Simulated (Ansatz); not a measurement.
Geometry optimisation, Ansatz 0.2.0, RKS PBE0-D4/cc-pVDZ.

Input:

```yaml
crystal:
  periodic: [false, false, false]
  atoms:
    - { symbol: C, position_ang: [-0.6756, 0.6608, -0.93954] }
    - { symbol: "N", position_ang: [0.01303, 0.50011, 0.1083] }
    - { symbol: C, position_ang: [0.48475, -0.74322, 0.628] }
    - { symbol: H, position_ang: [-0.96506, -0.19173, -1.54505] }
    - { symbol: H, position_ang: [-0.99368, 1.64481, -1.26024] }
    - { symbol: H, position_ang: [0.27908, 1.3168, 0.66758] }
    - { symbol: H, position_ang: [0.17155, -1.57926, 0.00459] }
    - { symbol: H, position_ang: [1.57618, -0.72424, 0.69184] }
    - { symbol: H, position_ang: [0.10975, -0.88406, 1.64453] }
total_charge: 1
basis:
  gaussian: { orbitals: cc-pVDZ }
hamiltonian:
  xc: pbe0
  dispersion: d4
relax:
  f_tol: 0.02
  max_steps: 40
scf:
  lower_state_search: "off"
output:
  orbitals: {}
```

Command:

```bash
$ ansatz run input.yaml --threads 1 --pin off --max-ram 2048MiB --backend cpu --events-out ev --progress --plain --runs-dir out
```

Where does it end, and by what steps?

It converged. Limits of this set-up: the dipole of an ion depends on the origin. After 4 steps the energy has fallen by 0.038 eV; H6 moved furthest, 0.04 Å.

```csv
step,energy less start (eV),largest force component (eV/Å),accepted
0,0.0000,0.804,yes
1,-0.0300,0.452,yes
2,-0.0378,0.078,yes
3,-0.0378,0.037,yes
4,-0.0379,0.019,yes
```

```xyz
9
Properties=species:S:1:pos:R:3
C -0.682 0.663 -0.947
N 0.014 0.503 0.109
C 0.498 -0.764 0.643
H -0.969 -0.209 -1.543
H -0.987 1.670 -1.248
H 0.265 1.340 0.644
H 0.171 -1.585 -0.006
H 1.595 -0.727 0.692
H 0.095 -0.893 1.657
```

The run took 8 s on 1 thread of Arm Neoverse V1, with other jobs on the host, peak memory 0.11 GiB.
